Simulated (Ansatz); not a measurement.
Computed with Ansatz.

Basis-set series for carbon dioxide, CO2. Charge 0, multiplicity 1. Geometry: relaxed with PBE0-D4/def2-TZVP.

Z-matrix (Å, degrees):
```
C
O 1 1.157
O 1 1.157 2 180.0
```

```json
{"functional": "PBE0-D4", "basis": "def2-SVP", "functions": "42", "energy (Eh)": "-188.24426", "HOMO (eV)": "-10.53", "LUMO (eV)": "1.25"}
{"functional": "PBE0-D4", "basis": "def2-QZVPP", "functions": "171", "energy (Eh)": "-188.47696", "HOMO (eV)": "-10.72", "LUMO (eV)": "0.61"}
{"functional": "ωB97M-V", "basis": "def2-SVP", "functions": "42", "energy (Eh)": "-188.39432", "HOMO (eV)": "-12.83", "LUMO (eV)": "3.74"}
{"functional": "ωB97M-V", "basis": "def2-QZVPP", "functions": "171", "energy (Eh)": "-188.63225", "HOMO (eV)": "-13.07", "LUMO (eV)": "2.05"}
```

(1) Give the rows for def2-TZVPP. (Best estimate.)

Answers

(1) The calculation gave: 
```json
{"functional": "PBE0-D4", "basis": "def2-TZVPP", "functions": "93", "energy (Eh)": "-188.46736", "HOMO (eV)": "-10.69", "LUMO (eV)": "0.81"}
{"functional": "ωB97M-V", "basis": "def2-TZVPP", "functions": "93", "energy (Eh)": "-188.62327", "HOMO (eV)": "-13.03", "LUMO (eV)": "2.39"}
```

Positive LUMOs are unbound and depend on the basis.
